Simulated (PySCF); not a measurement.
**How methods differ on the electron affinity of Cl**

Cl- [Ar] (1S) → Cl [Ne] 3s2 3p5 (2P), as a difference of total energies. All numbers are calculated (PySCF 2.14, the spin-free X2C one-electron Hamiltonian (Gaussian nucleus), in aug-cc-pVQZ-DK). Correlated levels: valence: [Ne] frozen. The calculations carry no spin-orbit coupling.

```json
{"method": "UHF", "electron affinity (eV)": "2.355"}
{"method": "LDA", "electron affinity (eV)": "3.920"}
{"method": "PBE", "electron affinity (eV)": "3.638"}
{"method": "PBE0", "electron affinity (eV)": "3.553"}
{"method": "r2SCAN", "electron affinity (eV)": "3.595"}
{"method": "r2SCAN0", "electron affinity (eV)": "3.526"}
{"method": "BP86", "electron affinity (eV)": "3.754"}
{"method": "CAM-B3LYP", "electron affinity (eV)": "3.632"}
{"method": "TPSS", "electron affinity (eV)": "3.572"}
{"method": "MP2 (valence)", "electron affinity (eV)": "3.706"}
{"method": "SCS-MP2 (valence)", "electron affinity (eV)": "3.619"}
```

Q: How much does correlation contribute at MP2 (valence)?

A: 3.706 − (2.355) = 1.351 eV, measured against UHF.

A first-order spin-orbit estimate (lowest level to lowest level, LS coupling) adds -0.035 eV.

Errors of the correlated levels include the incompleteness of this basis and the frozen core.

In the anion the highest occupied orbital energy is positive at LDA, PBE, r2SCAN, BP86, TPSS, a self-interaction effect; the basis confines that electron, and the energy difference can still be sensible.

For comparison: 3.613 eV (measured; photodetachment measurements, as compiled on the Wikipedia data page of electron affinities).
